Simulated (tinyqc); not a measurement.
Inside a calculation. Method: UHF in the sto-3g basis, for OH+, spin multiplicity 3. One step of it, computed by the program tinyqc.

Task: Iteration 2: building the Fock matrix. J_ij = sum D_kl (ij|kl) with D = D(alpha) + D(beta), K_ij = sum D_kl (ik|jl) for each spin; F = H + J - K(s); E = tr D H + tr D J / 2 - 0.5 sum_s tr D(s) K(s) + E_nn.

D(alpha) after iteration 1, lower triangle:
```
,1O 1s,1O 2s,1O 2px,1O 2py,1O 2pz,2H 1s
1O 1s,1.057706
1O 2s,-0.242772,1.029679
1O 2px,0.000000,0.000000,1.000000
1O 2py,0.000000,0.000000,0.000000,1.000000
1O 2pz,0.023331,-0.139680,0.000000,0.000000,0.749176
2H 1s,-0.009914,0.011956,0.000000,0.000000,0.247627,0.085229
```

D(beta) after iteration 1, lower triangle:
```
,1O 1s,1O 2s,1O 2px,1O 2py,1O 2pz,2H 1s
1O 1s,1.056766
1O 2s,-0.239026,1.021705
1O 2px,0.000000,0.000000,0.000000
1O 2py,0.000000,0.000000,0.000000,0.000000
1O 2pz,0.029543,-0.160869,0.000000,0.000000,0.709966
2H 1s,-0.015400,0.013715,0.000000,0.000000,0.273575,0.111314
```

core Hamiltonian H = T + V (hartree), lower triangle:
```
,1O 1s,1O 2s,1O 2px,1O 2py,1O 2pz,2H 1s
1O 1s,-32.134056
1O 2s,-7.473893,-8.757999
1O 2px,0.000000,0.000000,-6.928500
1O 2py,0.000000,0.000000,0.000000,-6.928500
1O 2pz,-0.013671,-0.164074,0.000000,0.000000,-7.036527
2H 1s,-1.479968,-3.164138,0.000000,0.000000,-2.274262,-4.499083
```

Two-electron integrals (ij|kl) in chemists' order, unique and non-zero (hartree):
```
i,j,k,l,(ij|kl)
1,1,1,1,4.785065
2,1,1,1,0.741380
2,1,2,1,0.136873
2,2,1,1,1.118947
2,2,2,1,0.256633
2,2,2,2,0.817206
3,1,3,1,0.024477
3,2,3,1,0.037809
3,2,3,2,0.180518
3,3,1,1,1.115814
3,3,2,1,0.256684
3,3,2,2,0.817023
3,3,3,3,0.880159
4,1,4,1,0.024477
4,2,4,1,0.037809
4,2,4,2,0.180518
4,3,4,3,0.047444
4,4,1,1,1.115814
4,4,2,1,0.256684
4,4,2,2,0.817023
4,4,3,3,0.785270
4,4,4,4,0.880159
5,1,5,1,0.024477
5,2,5,1,0.037809
5,2,5,2,0.180518
5,3,5,3,0.047444
5,4,5,4,0.047444
5,5,1,1,1.115814
5,5,2,1,0.256684
5,5,2,2,0.817023
5,5,3,3,0.785270
5,5,4,4,0.785270
5,5,5,5,0.880159
6,1,1,1,0.147668
6,1,2,1,0.027035
6,1,2,2,0.050373
6,1,3,3,0.050276
6,1,4,4,0.050276
6,1,5,1,0.001248
6,1,5,2,0.002338
6,1,5,5,0.050575
6,1,6,1,0.005410
6,2,1,1,0.361711
6,2,2,1,0.084010
6,2,2,2,0.296486
6,2,3,3,0.291429
6,2,4,4,0.291429
6,2,5,1,0.006310
6,2,5,2,0.048346
6,2,5,5,0.306318
6,2,6,1,0.016921
6,2,6,2,0.133532
6,3,3,1,0.008760
6,3,3,2,0.051107
6,3,5,3,0.010027
6,3,6,3,0.018960
6,4,4,1,0.008760
6,4,4,2,0.051107
6,4,5,4,0.010027
6,4,6,4,0.018960
6,5,1,1,0.261548
6,5,2,1,0.061528
6,5,2,2,0.231858
6,5,3,3,0.221354
6,5,4,4,0.221354
6,5,5,1,0.012808
6,5,5,2,0.086874
6,5,5,5,0.252607
6,5,6,1,0.012937
6,5,6,2,0.126846
6,5,6,5,0.138063
6,6,1,1,0.503510
6,6,2,1,0.118845
6,6,2,2,0.481207
6,6,3,3,0.461791
6,6,4,4,0.461791
6,6,5,1,0.011497
6,6,5,2,0.121654
6,6,5,5,0.519435
6,6,6,1,0.024147
6,6,6,2,0.273613
6,6,6,5,0.296691
6,6,6,6,0.774606
```

nuclear repulsion = 4.15040950 hartree

Give: Coulomb J; exchange K(alpha); exchange K(beta); F(alpha); F(beta); total energy of this density.

Result:

Coulomb J (hartree), lower triangle:
```
,1O 1s,1O 2s,1O 2px,1O 2py,1O 2pz,2H 1s
1O 1s,15.9413
1O 2s,2.9405,6.9702
1O 2px,0.0000,0.0000,6.9332
1O 2py,0.0000,0.0000,0.0000,6.9332
1O 2pz,-0.0043,0.0123,0.0000,0.0000,7.0214
2H 1s,0.5814,2.4855,0.0000,0.0000,1.9379,4.0212
```

exchange K(alpha) (hartree), lower triangle:
```
,1O 1s,1O 2s,1O 2px,1O 2py,1O 2pz,2H 1s
1O 1s,4.9082
1O 2s,0.8488,1.3986
1O 2px,0.0000,0.0000,1.1642
1O 2py,0.0000,0.0000,0.0000,1.1642
1O 2pz,0.0004,-0.0216,0.0000,0.0000,1.0864
2H 1s,0.1768,0.5218,0.0000,0.0000,0.3957,0.4605
```

exchange K(beta) (hartree), lower triangle:
```
,1O 1s,1O 2s,1O 2px,1O 2py,1O 2pz,2H 1s
1O 1s,4.8570
1O 2s,0.7724,1.0319
1O 2px,0.0000,0.0000,0.2346
1O 2py,0.0000,0.0000,0.0000,0.2346
1O 2pz,0.0019,-0.0273,0.0000,0.0000,0.9727
2H 1s,0.1583,0.4226,0.0000,0.0000,0.3825,0.4474
```

F(alpha) (hartree), lower triangle:
```
,1O 1s,1O 2s,1O 2px,1O 2py,1O 2pz,2H 1s
1O 1s,-21.1010
1O 2s,-5.3822,-3.1864
1O 2px,0.0000,0.0000,-1.1595
1O 2py,0.0000,0.0000,0.0000,-1.1595
1O 2pz,-0.0184,-0.1301,0.0000,0.0000,-1.1015
2H 1s,-1.0753,-1.2004,0.0000,0.0000,-0.7321,-0.9384
```

F(beta) (hartree), lower triangle:
```
,1O 1s,1O 2s,1O 2px,1O 2py,1O 2pz,2H 1s
1O 1s,-21.0497
1O 2s,-5.3058,-2.8197
1O 2px,0.0000,0.0000,-0.2299
1O 2py,0.0000,0.0000,0.0000,-0.2299
1O 2pz,-0.0199,-0.1245,0.0000,0.0000,-0.9878
2H 1s,-1.0568,-1.1013,0.0000,0.0000,-0.7189,-0.9252
```

total energy of this density = -74.034939 hartree
